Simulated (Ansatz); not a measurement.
**CH₃Al (triplet): from Hartree-Fock to the top rungs, cc-pVTZ**

The task here is to estimate one member of a computed series from the others.

Method: cc-pVTZ, core rule «outside noble gas», up to 6 orbitals frozen; program: Ansatz 0.2.0, Gaussian basis.

To be run: UHF; CCSD(T) on ROHF; CCSD(T) on UHF; BCCD(T) on ROHF; CCSDT(Q) on ROHF; CCSDT(Q) on UHF.

4 further runs of the same task are left out: 2 for a known fault of the program, 2 set aside as unsound or not needed.

## The geometry

The geometry is a PBE0/def2-TZVP stationary point (not a proven minimum) of the parent state, kept for this charge and spin.

5 atoms, charge 0, spin multiplicity 3.

Atoms are counted from 1 here; the program's logs count them from 0.

Bond lengths: Al1–C2 1.988 Å, C2–H3 1.098 Å, C2–H4 1.098 Å, C2–H5 1.098 Å. Angles: Al1–C2–H3 111.8°, Al1–C2–H4 111.8°, Al1–C2–H5 111.8°, H3–C2–H4 107.0°, H3–C2–H5 107.0°, H4–C2–H5 107.0°.

Set-up of the first run:

Contents of in.yaml:

```yaml
crystal:
  periodic: [false, false, false]
  atoms:
    - {symbol: Al, position_ang: [-0.740755, 0.006434, 0.005001]}
    - {symbol: C, position_ang: [1.247385, -0.010835, -0.008422]}
    - {symbol: H, position_ang: [1.646285, -1.033829, -0.006127]}
    - {symbol: H, position_ang: [1.665515, 0.499669, 0.869187]}
    - {symbol: H, position_ang: [1.653518, 0.491031, -0.896583]}
basis:
  gaussian: {orbitals: cc-pVTZ}
magnetization: {spin_polarized: true, initial_magnetization: 2}
hamiltonian: {xc: hf}
output: {orbitals: {seedname: orbitals}}
```

Command:

```
ansatz run in.yaml --threads 1 --pin off --events-out ev --progress --plain --max-ram 4096MiB --backend cpu
```

Among the steps run: UHF; CCSD(T) on ROHF; CCSD(T) on UHF; BCCD(T) on ROHF; CCSDT(Q) on ROHF; CCSDT(Q) on UHF.

One table of the session follows, with a row left open; its other results are not shown here.

| method | from UCCSDT(Q) (kJ/mol) |
| --- | --- |
| ROHF | +665.7 |
| UHF | +661.3 |
| RMP2 | +88.8 |
| UMP2 | ? |
| RCCSD | +28.3 |
| UCCSD | +27.9 |
| RCCSD(T) | +3.2 |
| UCCSD(T) | +3.1 |
| BCCD(T) | +3.2 |
| RCCSDT | +1.3 |
| UCCSDT | +1.1 |
| RCCSDT(Q) | +0.2 |
| UCCSDT(Q) | 0 |

**Question.** Estimate the row for UMP2.

As computed: from UCCSDT(Q) (kJ/mol): +88.1. In the column «from UCCSDT(Q) (kJ/mol)» it lies between RCCSD (+28.3) and RMP2 (+88.8).

Limits of these values: Restricted and unrestricted rows rest on different reference determinants; where their highest levels disagree by more than a few hundredths of an eV, they describe different states and don't form one ladder.
